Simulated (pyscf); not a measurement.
HO–GeH: (SMILES [OH][GeH]) [singlet] + H₂ (SMILES [H][H]) → HO–GeH₃ (SMILES [OH][GeH3]), an insertion (singlet surface; H–H broken, Ge–H, Ge–H formed). Single points on ωB97X-D3(BJ)/def2-SVP structures (PySCF, gas phase). Energies in kcal/mol from the separated reactants.

Small-basis levels: PySCF, no dispersion term, spherical d functions. 

Problem. Quick HF/3-21G single points give ΔE‡ = 51.9 kcal/mol and ΔE = -28.9 kcal/mol. What does ωB97M-D3(BJ)/def2-TZVP give, and how far is the quick result from it?

Solution. ωB97M-D3(BJ)/def2-TZVP gives ΔE‡ = 34.3 kcal/mol and ΔE = -25.7 kcal/mol. HF/3-21G lies 17.6 kcal/mol over it in the barrier and 3.1 kcal/mol under it in the reaction energy, so on this step it does not hold to within 3.0 kcal/mol. ωB97M-D3(BJ)/def2-TZVP has limits of its own. The same reactants have a lower exit, to GeH₂ [singlet] + H₂O (barrier +25.4 kcal/mol at ωB97M-D3(BJ)/def2-TZVP, against +34.3 kcal/mol here). This is the saddle that the search found; another between the same sides may lie lower. In the def2 sets elements up to Kr have no core potential.
